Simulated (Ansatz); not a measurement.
Candidates: diamond-structure Si, bcc Cs, fcc Pd, fcc Ir, bcc V, fcc Sr. Level: r²SCAN+rVV10 (plane waves, PAW; Ansatz, a first-principles code).

Ansatz's runs of these crystals have no spin polarisation. Meta-GGAs and exact exchange favour moments, which can bear on fcc Pd, bcc V.

Spin–orbit coupling is left out, also for the solids with elements from indium on (bcc Cs, fcc Ir); its size isn't shown.

Ansatz's density-functional and Hartree–Fock values are scalar-relativistic unless marked +SOC, with PAW data made under PBE.

Q: Order them by their equilibrium lattice constant a at this level, smallest first.

A: bcc V (2.975 Å), fcc Ir (3.833 Å), fcc Pd (3.890 Å), diamond-structure Si (5.436 Å), fcc Sr (6.064 Å), bcc Cs (6.169 Å)
